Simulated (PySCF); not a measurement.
Molecule (SMILES): [O-][O+]=O.
Geometry (B3LYP-D3(BJ)/def2-TZVP, fixed):
```
O
O 1 1.2535
O 1 1.2535 2 118.30
```

Basis-set convergence of the mean static polarisability at PBE with PySCF. All functions are spherical. Density fitting with generated auxiliary sets. No added dispersion term, no relativity. Reference: the value in d-aug-cc-pVTZ, 19.22 bohr³, itself unsure by roughly 0.6 % (its mean distance from aug-pcseg-3, aug-cc-pVQZ, aug-pcseg-2). Deviations are taken from unrounded values.

```tsv
basis	functions	mean static polarisability (bohr³)
cc-pVDZ	42	11.74
aug-cc-pVDZ	69	18.28
def2-SVP	42	12.06
def2-SVPD	69	18.68
pcseg-1	42	12.69
aug-pcseg-1	69	19.01
6-311G**	54	12.43
6-311+G**	66	16.36
cc-pVTZ	90	14.05
aug-cc-pVTZ	138	18.83
pcseg-2	90	15.78
aug-pcseg-2	138	19.07
def2-TZVPP	93	15.33
def2-TZVPPD	120	19.08
cc-pVQZ	165	15.79
aug-cc-pVQZ	240	19.06
def2-QZVPP	171	16.63
def2-QZVPPD	198	19.14
pcseg-3	180	17.76
aug-pcseg-3	255	19.20
```

What the diffuse functions change, pair by pair:
- cc-pVDZ to aug-cc-pVDZ: 27 more functions, deviation -38.9 to -4.9 %
- def2-SVP to def2-SVPD: 27 more functions, deviation -37.3 to -2.8 %
- pcseg-1 to aug-pcseg-1: 27 more functions, deviation -34.0 to -1.1 %
- 6-311G** to 6-311+G**: 12 more functions, deviation -35.4 to -14.9 %
- cc-pVTZ to aug-cc-pVTZ: 48 more functions, deviation -26.9 to -2.0 %
- pcseg-2 to aug-pcseg-2: 48 more functions, deviation -17.9 to -0.8 %
- def2-TZVPP to def2-TZVPPD: 27 more functions, deviation -20.2 to -0.8 %
- cc-pVQZ to aug-cc-pVQZ: 75 more functions, deviation -17.8 to -0.8 %
- def2-QZVPP to def2-QZVPPD: 27 more functions, deviation -13.5 to -0.4 %
- pcseg-3 to aug-pcseg-3: 75 more functions, deviation -7.6 to -0.1 %

They bring the value nearer the reference by more than 0.6 % in 10 of 10 pairs.
